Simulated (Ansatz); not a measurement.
Z-matrix (Å, degrees):
```
C
C 1 1.3440
H 2 1.0900 1 121.77
H 2 1.0926 3 117.08 1 180.00
H 1 1.0959 2 119.42 3 0.00
C 1 1.4508 5 116.32 2 -180.00
C 6 1.3440 1 124.25 5 0.00
H 7 1.0900 6 121.77 1 -180.00
H 7 1.0926 8 117.08 6 180.00
H 6 1.0959 7 119.42 8 0.00
```
Charge +1, spin multiplicity 2.

Level of theory: Ansatz (a quantum-chemistry and plane-wave program) with frozen-core CCSD(T)/def2-TZVPP // PBE-D3(BJ)/def2-TZVP. The geometry is that of the parent before the electron was removed.

HF energy: -154.70492 Ha
MP2 correlation energy: -0.58291 Ha

**Question.** Estimate the CCSD correlation energy, the (T) correction, the total energy and the T1 diagnostic.

**Answer.** 
| Item | Value |
|---|---|
| CCSD correlation energy | -0.63027 Ha |
| (T) correction | -0.02741 Ha |
| CCSD(T) total energy | -155.36260 Ha |
| T1 diagnostic | 0.023 |
